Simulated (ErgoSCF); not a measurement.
# UPBE0/6-311++G(d,p) run of OF (Oxygen monofluoride), part 2 of 2

ErgoSCF 3.8.

### Step 3. The distorted shape at the same level

Contents of molecule.xyz:

```xyz
2

O      0.000000     0.000000     0.064950
F      0.000000     0.000000     1.298450
```

Command:

```bash
$ ergo -m molecule.xyz -e 'set_nthreads(1)' -e 'scf.max_number_of_iterations = 100' -e 'basis = "6-311++Gss"' -e 'tmpdir = "."' -e 'scf.use_diagonalization = 1' -e 'XC.type = "LMG"' -e 'scf.output_mulliken_pop = 1' -e 'spin_polarization = 1' -e 'run "PBE0"'
```

Standard output:

```text
INMA ERGO version 3.8
INMA  max_number_of_iterations := 100
INMA  basis := 6-311++Gss
INMA Basis really set to 6-311++Gss
INMA  use_diagonalization := 1
INMA  type := LMG
INMA  output_mulliken_pop := 1
INMA  spin_polarization := 1
INMA running PBE0
INDF      This is a DFT calculation of type: PBE0
INDF Weighted mixed functional:
INDF               HF exchange:    0.25000
INDF                      Pbex:    0.75000
INDF                      PBEC:    1.00000
INMA Running PBE0
INSC SCF_general constructor, number of basis functions: 44
INSC Min internuclear distance:      2.33098 a.u.  =      1.23350 Angstrom
INSC Max internuclear distance:      2.33098 a.u.  =      1.23350 Angstrom
INSC Euclidean norm of overlap matrix =          4.33233948769  (acc 1.49e-08)
INSC Euclidean norm of invCholFactor after truncation =         17.98090338161
INSC Beginning of SCF cycle 1
INDF Grid for charge 8: 65 radial points, 6298 total, r=11.245853
INDF Grid for charge 9: 65 radial points, 6898 total, r=9.749515
INDF Generating LMG grid Radint = 5e-09 AngInt: [ 6 29 ]
INDF Grid pruned from 13196 to 13141 grid points.
INDF Electrons:  16.9999966  -2e-07:  U-xc energy -8.864101 (serial)
INSC nuclearEnergy, energy_2el, energy = 30.888333, 71.408850, -89.801887
INSC Energy   1 =        -89.80188705817
INSC maxabs FDS-SDF (alpha) is     3.47
INSC maxabs FDS-SDF (beta ) is     3.07
INDE E_HOMO =         -1.58666759748
INDE E_LUMO =         -1.53646205524
INDE E_HOMO =         -1.54631695009
INDE E_LUMO =         -1.54631695009
INSC <S2>_exact =   0.750, <S2> =          0.75004509156
INSC Beginning of SCF cycle 2
INDF Electrons:  17.0000240   1e-06:  U-xc energy -16.971374 (serial)
INSC nuclearEnergy, energy_2el, energy = 30.888333, 122.195101, -168.577914
INSC Energy   2 =       -168.57791384371
INSC maxabs FDS-SDF (alpha) is     1.49
INSC maxabs FDS-SDF (beta ) is     1.49
INSC using DIIS to get combined Fock matrix, number of iters used for DIIS:  2
INDE E_HOMO =          0.14453720116
INDE E_LUMO =          0.15581724085
INDE E_HOMO =          0.09773560436
INDE E_LUMO =          0.16110600900
INSC <S2>_exact =   0.750, <S2> =          0.76603688597
INSC Beginning of SCF cycle 3
INDF Electrons:  17.0000031   2e-07:  U-xc energy -12.300254 (serial)
INSC nuclearEnergy, energy_2el, energy = 30.888333, 74.971519, -164.449324
INSC Energy   3 =       -164.44932431778  ( diff      4.128589525937315 )
INSC maxabs FDS-SDF (alpha) is     1.13
INSC maxabs FDS-SDF (beta ) is     1.13
INSC restarting DIIS because energy did not improve.
INSC mixing best Fock matrix so far with next one, stepLength =   0.400000
INDE E_HOMO =         -0.76149724336
INDE E_LUMO =         -0.45248213034
INDE E_HOMO =         -0.73269027805
INDE E_LUMO =         -0.68733017313
INSC <S2>_exact =   0.750, <S2> =          0.75124867204
INSC Beginning of SCF cycle 4
INDF Electrons:  17.0000145   9e-07:  U-xc energy -15.140838 (serial)
INSC nuclearEnergy, energy_2el, energy = 30.888333, 105.223627, -173.821142
INSC Energy   4 =       -173.82114241207  ( diff     -5.243228568351441 )
INSC maxabs FDS-SDF (alpha) is    0.549
INSC maxabs FDS-SDF (beta ) is     0.55
INSC mixing best Fock matrix so far with next one, stepLength =   0.400000
INSC increased steplength by factor 1.1, stepLength =   0.440000
INDE E_HOMO =         -0.40379011417
INDE E_LUMO =         -0.05572684276
INDE E_HOMO =         -0.37708506916
INDE E_LUMO =         -0.27697110997
INSC <S2>_exact =   0.750, <S2> =          0.75148084450
INSC Beginning of SCF cycle 5
INDF Electrons:  17.0000159   9e-07:  U-xc energy -14.599509 (serial)
INSC nuclearEnergy, energy_2el, energy = 30.888333, 100.625078, -174.628130
INSC Energy   5 =       -174.62813049296  ( diff     -0.806988080890449 )
INSC maxabs FDS-SDF (alpha) is    0.212
INSC maxabs FDS-SDF (beta ) is    0.209
INSC mixing best Fock matrix so far with next one, stepLength =   0.440000
INSC increased steplength by factor 1.1, stepLength =   0.484000
INDE E_HOMO =         -0.33856634086
INDE E_LUMO =          0.03698536917
INDE E_HOMO =         -0.31533880411
INDE E_LUMO =         -0.19152223347
INSC <S2>_exact =   0.750, <S2> =          0.75251822939
INSC Beginning of SCF cycle 6
INDF Electrons:  17.0000137   8e-07:  U-xc energy -14.294684 (serial)
INSC nuclearEnergy, energy_2el, energy = 30.888333, 97.882478, -174.734701
INSC Energy   6 =       -174.73470140230  ( diff     -0.106570909349273 )
INSC maxabs FDS-SDF (alpha) is    0.086
INSC maxabs FDS-SDF (beta ) is   0.0828
INSC mixing best Fock matrix so far with next one, stepLength =   0.484000
INSC increased steplength by factor 1.1, stepLength =   0.532400
INDE E_HOMO =         -0.32388382021
INDE E_LUMO =          0.05031587114
INDE E_HOMO =         -0.30143234265
INDE E_LUMO =         -0.16063105448
INSC <S2>_exact =   0.750, <S2> =          0.75258449291
INSC Beginning of SCF cycle 7
INDF Electrons:  17.0000144   8e-07:  U-xc energy -14.265641 (serial)
INSC nuclearEnergy, energy_2el, energy = 30.888333, 97.745652, -174.744492
INSC Energy   7 =       -174.74449238980  ( diff     -0.009790987494966 )
INSC maxabs FDS-SDF (alpha) is   0.0442
INSC maxabs FDS-SDF (beta ) is   0.0428
INSC mixing best Fock matrix so far with next one, stepLength =   0.532400
INSC increased steplength by factor 1.1, stepLength =   0.585640
INDE E_HOMO =         -0.33289756170
INDE E_LUMO =          0.05352197419
INDE E_HOMO =         -0.31151538348
INDE E_LUMO =         -0.16136322460
INSC <S2>_exact =   0.750, <S2> =          0.75280358164
INSC Beginning of SCF cycle 8
INDF Electrons:  17.0000141   8e-07:  U-xc energy -14.241382 (serial)
INSC nuclearEnergy, energy_2el, energy = 30.888333, 97.571351, -174.746202
INSC Energy   8 =       -174.74620246849  ( diff     -0.001710078688603 )
INSC maxabs FDS-SDF (alpha) is   0.0186
INSC maxabs FDS-SDF (beta ) is   0.0178
INSC using DIIS to get combined Fock matrix, number of iters used for DIIS:  1
INDE E_HOMO =         -0.33404803977
INDE E_LUMO =          0.05480659572
INDE E_HOMO =         -0.31289312470
INDE E_LUMO =         -0.15325178733
INSC <S2>_exact =   0.750, <S2> =          0.75283003010
INSC Beginning of SCF cycle 9
INDF Electrons:  17.0000145   9e-07:  U-xc energy -14.250265 (serial)
INSC nuclearEnergy, energy_2el, energy = 30.888333, 97.714473, -174.745380
INSC Energy   9 =       -174.74537985749  ( diff      0.000822610993993 )
INSC maxabs FDS-SDF (alpha) is   0.0236
INSC maxabs FDS-SDF (beta ) is   0.0224
INSC restarting DIIS because energy did not improve.
INSC mixing best Fock matrix so far with next one, stepLength =   0.585640
INDE E_HOMO =         -0.33371785368
INDE E_LUMO =          0.05426209365
INDE E_HOMO =         -0.31246375677
INDE E_LUMO =         -0.15668186464
INSC <S2>_exact =   0.750, <S2> =          0.75281562688
INSC Beginning of SCF cycle 10
INDF Electrons:  17.0000143   8e-07:  U-xc energy -14.246639 (serial)
INSC nuclearEnergy, energy_2el, energy = 30.888333, 97.655660, -174.746586
INSC Energy  10 =       -174.74658577052  ( diff     -0.000383302036056 )
INSC maxabs FDS-SDF (alpha) is   0.0107
INSC maxabs FDS-SDF (beta ) is  0.00969
INSC mixing best Fock matrix so far with next one, stepLength =   0.585640
INSC increased steplength by factor 1.1, stepLength =   0.644204
INDE E_HOMO =         -0.33646464517
INDE E_LUMO =          0.05527513230
INDE E_HOMO =         -0.31559902497
INDE E_LUMO =         -0.15774616875
INSC <S2>_exact =   0.750, <S2> =          0.75289804536
INSC Beginning of SCF cycle 11
INDF Electrons:  17.0000142   8e-07:  U-xc energy -14.239574 (serial)
INSC nuclearEnergy, energy_2el, energy = 30.888333, 97.594772, -174.746725
INSC Energy  11 =       -174.74672458889  ( diff     -0.000138818366736 )
INSC maxabs FDS-SDF (alpha) is   0.0051
INSC maxabs FDS-SDF (beta ) is  0.00547
INSC mixing best Fock matrix so far with next one, stepLength =   0.644204
INSC increased steplength by factor 1.1, stepLength =   0.708624
INDE E_HOMO =         -0.33553733307
INDE E_LUMO =          0.05544800620
INDE E_HOMO =         -0.31459096603
INDE E_LUMO =         -0.15532930900
INSC <S2>_exact =   0.750, <S2> =          0.75288629761
INSC Beginning of SCF cycle 12
INDF Electrons:  17.0000143   8e-07:  U-xc energy -14.243876 (serial)
INSC nuclearEnergy, energy_2el, energy = 30.888333, 97.642453, -174.746758
INSC Energy  12 =       -174.74675801659  ( diff     -0.000033427697986 )
INSC maxabs FDS-SDF (alpha) is  0.00598
INSC maxabs FDS-SDF (beta ) is  0.00547
INSC mixing best Fock matrix so far with next one, stepLength =   0.708624
INSC increased steplength by factor 1.1, stepLength =   0.779487
INDE E_HOMO =         -0.33687737442
INDE E_LUMO =          0.05589422849
INDE E_HOMO =         -0.31613850953
INDE E_LUMO =         -0.15657918548
INSC <S2>_exact =   0.750, <S2> =          0.75293172568
INSC Beginning of SCF cycle 13
INDF Electrons:  17.0000142   8e-07:  U-xc energy -14.239260 (serial)
INSC nuclearEnergy, energy_2el, energy = 30.888333, 97.596897, -174.746750
INSC Energy  13 =       -174.74674999194  ( diff      0.000008024647684 )
INSC maxabs FDS-SDF (alpha) is  0.00545
INSC maxabs FDS-SDF (beta ) is  0.00553
INSC restarting DIIS because energy did not improve.
INSC changing stepLength from   0.779487 to   0.389743
INSC mixing best Fock matrix so far with next one, stepLength =   0.389743
INDE E_HOMO =         -0.33629340605
INDE E_LUMO =          0.05569094996
INDE E_HOMO =         -0.31545765692
INDE E_LUMO =         -0.15601954527
INSC <S2>_exact =   0.750, <S2> =          0.75291107875
INSC Beginning of SCF cycle 14
INDF Electrons:  17.0000142   8e-07:  U-xc energy -14.241335 (serial)
INSC nuclearEnergy, energy_2el, energy = 30.888333, 97.617366, -174.746839
INSC Energy  14 =       -174.74683874260  ( diff     -0.000080726014517 )
INSC maxabs FDS-SDF (alpha) is 0.000547
INSC maxabs FDS-SDF (beta ) is 0.000929
INSC mixing best Fock matrix so far with next one, stepLength =   0.389743
INSC increased steplength by factor 1.1, stepLength =   0.428718
INDE E_HOMO =         -0.33622998076
INDE E_LUMO =          0.05574818617
INDE E_HOMO =         -0.31539399244
INDE E_LUMO =         -0.15574214650
INSC <S2>_exact =   0.750, <S2> =          0.75291333649
INSC Beginning of SCF cycle 15
INDF Electrons:  17.0000142   8e-07:  U-xc energy -14.241642 (serial)
INSC nuclearEnergy, energy_2el, energy = 30.888333, 97.620816, -174.746841
INSC Energy  15 =       -174.74684098911  ( diff     -0.000002246502504 )
INSC maxabs FDS-SDF (alpha) is 0.000407
INSC maxabs FDS-SDF (beta ) is 0.000354
INSC mixing best Fock matrix so far with next one, stepLength =   0.428718
INSC increased steplength by factor 1.1, stepLength =   0.471590
INDE E_HOMO =         -0.33625909469
INDE E_LUMO =          0.05580450989
INDE E_HOMO =         -0.31543272160
INDE E_LUMO =         -0.15563944679
INSC <S2>_exact =   0.750, <S2> =          0.75291737617
INSC Beginning of SCF cycle 16
INDF Electrons:  17.0000142   8e-07:  U-xc energy -14.241584 (serial)
INSC nuclearEnergy, energy_2el, energy = 30.888333, 97.620402, -174.746842
INSC Energy  16 =       -174.74684152290  ( diff     -0.000000533791820 )
INSC maxabs FDS-SDF (alpha) is 0.000202
INSC maxabs FDS-SDF (beta ) is 0.000259
INSC mixing best Fock matrix so far with next one, stepLength =   0.471590
INSC increased steplength by factor 1.1, stepLength =   0.518748
INDE E_HOMO =         -0.33626380178
INDE E_LUMO =          0.05584009612
INDE E_HOMO =         -0.31544116080
INDE E_LUMO =         -0.15554537000
INSC <S2>_exact =   0.750, <S2> =          0.75292007435
INSC Beginning of SCF cycle 17
INDF Electrons:  17.0000142   8e-07:  U-xc energy -14.241596 (serial)
INSC nuclearEnergy, energy_2el, energy = 30.888333, 97.620602, -174.746842
INSC Energy  17 =       -174.74684181911  ( diff     -0.000000296210828 )
INSC maxabs FDS-SDF (alpha) is  0.00017
INSC maxabs FDS-SDF (beta ) is 0.000168
INSC mixing best Fock matrix so far with next one, stepLength =   0.518748
INSC increased steplength by factor 1.1, stepLength =   0.570623
INDE E_HOMO =         -0.33626966376
INDE E_LUMO =          0.05586322880
INDE E_HOMO =         -0.31544891803
INDE E_LUMO =         -0.15548431330
INSC <S2>_exact =   0.750, <S2> =          0.75292217911
INSC Beginning of SCF cycle 18
INDF Electrons:  17.0000142   8e-07:  U-xc energy -14.241596 (serial)
INSC nuclearEnergy, energy_2el, energy = 30.888333, 97.620602, -174.746842
INSC Energy  18 =       -174.74684198137  ( diff     -0.000000162259965 )
INSC maxabs FDS-SDF (alpha) is 0.000107
INSC maxabs FDS-SDF (beta ) is 0.000124
INSC using DIIS to get combined Fock matrix, number of iters used for DIIS:  1
INDE E_HOMO =         -0.33627258828
INDE E_LUMO =          0.05588615034
INDE E_HOMO =         -0.31545168086
INDE E_LUMO =         -0.15540780496
INSC <S2>_exact =   0.750, <S2> =          0.75292475302
INSC Beginning of SCF cycle 19
INDF Electrons:  17.0000142   8e-07:  U-xc energy -14.241613 (serial)
INSC nuclearEnergy, energy_2el, energy = 30.888333, 97.620731, -174.746842
INSC Energy  19 =       -174.74684210561  ( diff     -0.000000124242234 )
INSC maxabs FDS-SDF (alpha) is 5.52e-05
INSC maxabs FDS-SDF (beta ) is 4.32e-05
INSC using DIIS to get combined Fock matrix, number of iters used for DIIS:  2
INDE E_HOMO =         -0.33627947929
INDE E_LUMO =          0.05589016665
INDE E_HOMO =         -0.31545522760
INDE E_LUMO =         -0.15538171152
INSC <S2>_exact =   0.750, <S2> =          0.75292636818
INSC Beginning of SCF cycle 20
INDF Electrons:  17.0000142   8e-07:  U-xc energy -14.241613 (serial)
INSC nuclearEnergy, energy_2el, energy = 30.888333, 97.620624, -174.746842
INSC Energy  20 =       -174.74684212988  ( diff     -0.000000024272310 )
INSC maxabs FDS-SDF (alpha) is  2.4e-05
INSC maxabs FDS-SDF (beta ) is 3.43e-05
INSC using DIIS to get combined Fock matrix, number of iters used for DIIS:  3
INDE E_HOMO =         -0.33627612801
INDE E_LUMO =          0.05588905751
INDE E_HOMO =         -0.31545065253
INDE E_LUMO =         -0.15537508911
INSC <S2>_exact =   0.750, <S2> =          0.75292637581
INSC Beginning of SCF cycle 21
INDF Electrons:  17.0000142   8e-07:  U-xc energy -14.241630 (serial)
INSC nuclearEnergy, energy_2el, energy = 30.888333, 97.620785, -174.746842
INSC Energy  21 =       -174.74684213259  ( diff     -0.000000002710038 )
INSC maxabs FDS-SDF (alpha) is 1.15e-05
INSC maxabs FDS-SDF (beta ) is 4.92e-06
INSC using DIIS to get combined Fock matrix, number of iters used for DIIS:  4
INDE E_HOMO =         -0.33627832144
INDE E_LUMO =          0.05588867517
INDE E_HOMO =         -0.31545205094
INDE E_LUMO =         -0.15537623953
INSC <S2>_exact =   0.750, <S2> =          0.75292655909
INSC Beginning of SCF cycle 22
INDF Electrons:  17.0000142   8e-07:  U-xc energy -14.241627 (serial)
INSC nuclearEnergy, energy_2el, energy = 30.888333, 97.620756, -174.746842
INSC Energy  22 =       -174.74684213288  ( diff     -0.000000000287798 )
INSC maxabs FDS-SDF (alpha) is 7.01e-07
INSC maxabs FDS-SDF (beta ) is  1.7e-06
INSC using DIIS to get combined Fock matrix, number of iters used for DIIS:  5
INDE E_HOMO =         -0.33627830779
INDE E_LUMO =          0.05588869808
INDE E_HOMO =         -0.31545169409
INDE E_LUMO =         -0.15537627453
INSC <S2>_exact =   0.750, <S2> =          0.75292665375
INSC Beginning of SCF cycle 23
INDF Electrons:  17.0000142   8e-07:  U-xc energy -14.241627 (serial)
INSC nuclearEnergy, energy_2el, energy = 30.888333, 97.620757, -174.746842
INSC Energy  23 =       -174.74684213290  ( diff     -0.000000000014012 )
INSC maxabs FDS-SDF (alpha) is  1.4e-07
INSC maxabs FDS-SDF (beta ) is 1.63e-07
RESC CONVERGED after  23 iterations.
RESC FINAL ENERGY:       -174.74684213290
RESC FINAL <S2> =          0.75292665375
TISC Main SCF loop took      6.72 usr cpu s       0.08 sys cpu s       6.90 wall s
INSC SCF: dipole_moment_x [atomic units] =       0.00000000
INSC SCF: dipole_moment_y [atomic units] =      -0.00000000
INSC SCF: dipole_moment_z [atomic units] =       0.13686762
INSC Sum of Mulliken charges (electrons):      17.0000000
INSC Mulliken charge of atom 0 =      -0.1604517
INSC Mulliken charge of atom 1 =       0.1604517
INSC Sum of Mulliken atomic charges:      -0.0000000
INSC Mulliken spin density of atom 0 =       0.8410744
INSC Mulliken spin density of atom 1 =       0.1589256
INSC Sum of Mulliken atomic spin densities:       1.0000000
```

It took 7.5 s on 1 thread of Intel Xeon Platinum 8488C (Sapphire Rapids), shared host; peak memory 0.27 GiB.

### Step 4. Summary of results

This closing draws on all 2 parts.

Level: UPBE0/6-311++G**.

| quantity | value |
| --- | --- |
| first shape: total energy | -174.75539 Eh |
| first shape: dipole moment | 0.12 D |
| first shape: ⟨S²⟩ | 0.753 |
| distorted shape: total energy | -174.74684 Eh |
| distorted shape: dipole moment | 0.35 D |
| distorted shape: ⟨S²⟩ | 0.753 |
| energy change with the O1–F2 bond shortened from 1.298 to 1.234 Å | 0.233 eV |

With the O1–F2 bond shortened from 1.298 to 1.234 Å the energy rises by 0.23 eV (5.4 kcal/mol). The first shape isn't relaxed at this level, so the change isn't measured from a minimum.
